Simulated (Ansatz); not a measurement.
A run on C2H4O2S, SMILES `SC1OCO1` with other settings.

```yaml
crystal:
  periodic: [false, false, false]
  atoms:
    - {symbol: S, position_ang: [-1.286342, 1.665330, 0.057970]}
    - {symbol: C, position_ang: [-0.574030, 0.005297, 0.111800]}
    - {symbol: O, position_ang: [0.071717, -0.325494, -1.097234]}
    - {symbol: C, position_ang: [1.252548, -0.523806, -0.333994]}
    - {symbol: O, position_ang: [0.610907, -0.148374, 0.871055]}
    - {symbol: H, position_ang: [-2.281828, 1.404265, 0.918701]}
    - {symbol: H, position_ang: [-1.354383, -0.704259, 0.408053]}
    - {symbol: H, position_ang: [1.582681, -1.569502, -0.330810]}
    - {symbol: H, position_ang: [2.067229, 0.150241, -0.622741]}
basis:
  gaussian: {orbitals: def2-TZVPD}
total_charge: -1
magnetization: {spin_polarized: false, initial_magnetization: 1}
hamiltonian: {xc: {name: BLYP}, dispersion: d3bjatm}
```

```sh
$ ansatz run in.yaml --threads 2 --pin off --events-out ev --progress --plain --max-ram 4352MiB
```

Output, abridged:

```
Functional definition: BLYP
  name "BLYP"
  cite "Becke, Phys. Rev. A 38, 3098 (1988) doi:10.1103/PhysRevA.38.3098"
  cite "Lee, Yang & Parr, Phys. Rev. B 37, 785 (1988) doi:10.1103/PhysRevB.37.785"
  parameter beta = 0.0042
  parameter a = 0.04918
  parameter b = 0.132
  parameter c = 0.2533
  parameter d = 0.349
  exchange = b88_x(beta = beta)
  correlation = lyp_c(a = a, b = b, c = c, d = d)
1213 factors; their error is unknown
mean field evaluation 1: about -17065.5112 eV, gradient 2.9e1 eV
mean field evaluation 2: about -17063.5378 eV, gradient 3.6e1 eV
mean field evaluation 4: about -17067.1705 eV, gradient 7.8e0 eV
mean field evaluation 8: about -17067.5557 eV, gradient 3.8e-1 eV
mean field evaluation 16: about -17067.5184 eV, gradient 2.6e-1 eV
mean field evaluation 32: about -17067.5191 eV, gradient 3.1e-3 eV
mean field -17067.51914535 eV, -627.2197598118 hartree, gradient 9.1e-6 eV, S^2 0.750000; 12 other end points of the search recorded, 0 dependent functions left out
reference -17067.51944529 eV, -627.2197708343 hartree; 25, 24 occupied and 211, 212 virtual orbitals, 1213 factors
Total energy: -17067.89374512 eV, -627.2335260992 hartree
```

It took 46 s on 2 threads of an Arm Neoverse V2 on a shared host, with 0.84 GiB of host memory at the peak.
